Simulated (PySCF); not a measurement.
A core-ionisation job on lithium hydroxide (`[Li][OH]`).

Method: delta-SCF UKS SCAN, pcX-2 on the ionised atom, pcseg-1 elsewhere, spin-free X2C (PySCF 2.14.0). Geometry: GFN2-xTB. The input is one job of a driver script: a line of settings, then coordinates in Å.

Input:
```
{"job": {"kind": "xps"}, "charge": 0, "multiplicity": 1}
Li     1.333329     0.091741    -0.006554
O     -0.187635    -0.013968    -0.003846
H     -1.134213    -0.080311    -0.002153
```

Q: Give the output.

A: 
```
ground state, core basis on atom 0 (Li), 46 functions
  cycle   1  E = -83.18580489  |g| = 9.71e-01
  cycle   2  E = -80.81170741  |g| = 2.61e+00
  cycle   3  E = -83.34373450  |g| = 3.30e-01
  cycle   4  E = -83.37035388  |g| = 8.98e-02
  cycle   5  E = -83.37208561  |g| = 5.03e-03
  cycle   6  E = -83.37209248  |g| = 1.94e-03
  cycle   7  E = -83.37209358  |g| = 2.96e-04
  E(ground) = -83.37673227 Eh
hole in Li 1s of atom 0
  cycle   1  E = -80.93753239  |g| = 5.75e-01
  cycle   2  E = -81.00797701  |g| = 2.77e-01
  cycle   3  E = -81.00440805  |g| = 3.30e-01
  cycle   4  E = -81.04997017  |g| = 3.89e-02
  cycle   5  E = -81.05080313  |g| = 5.22e-03
  cycle   6  E = -81.05081350  |g| = 2.05e-03
  cycle   7  E = -81.05081612  |g| = 3.47e-04
  E(ion) = -81.05513884 Eh   <S^2> = 0.7560   hole on atom = 1.000   binding energy = 63.174 eV
ground state, core basis on atom 1 (O), 59 functions
  cycle   1  E = -83.42842312  |g| = 9.33e-02
  cycle   2  E = -83.42848323  |g| = 7.28e-03
  cycle   3  E = -83.42849094  |g| = 4.72e-03
  cycle   4  E = -83.42849539  |g| = 1.47e-03
  cycle   5  E = -83.42849544  |g| = 5.02e-04
  cycle   6  E = -83.42849493  |g| = 1.05e-05
  E(ground) = -83.42281998 Eh
hole in O 1s of atom 1
  cycle   1  E = -62.95042089  |g| = 2.22e+00
  cycle   2  E = -62.78357661  |g| = 2.05e+00
  cycle   3  E = -63.75015547  |g| = 2.53e-01
  cycle   4  E = -63.76157612  |g| = 2.67e-02
  cycle   5  E = -63.76176665  |g| = 6.46e-03
  cycle   6  E = -63.76178072  |g| = 1.47e-03
  cycle   7  E = -63.76178237  |g| = 3.64e-04
  E(ion) = -63.75780953 Eh   <S^2> = 0.7616   hole on atom = 1.000   binding energy = 535.112 eV
```

Cycles run on a coarse grid; E(ground) and E(ion) are re-evaluated on a finer one, so they differ from the last cycle. The program numbers atoms from 0.

Q: How does the 1s binding energy of Li1 follow from the two total energies?

A: E(ion) − E(ground) = -81.05513884 − (-83.37673227) = 2.321593 Eh, times 27.211386 eV gives 63.17 eV.

Summary of the converged run: Li1s of Li1 63.17 eV; O1s of O2 535.11 eV.

Isolated species at its GFN2-xTB geometry, gas phase.

Q: Estimate the wall time. Hardware: an Arm Neoverse V1 with one thread (shared host).

A: About 1.2 s.
Labels such as C1 count atoms from 1, the log's own numbers from 0.
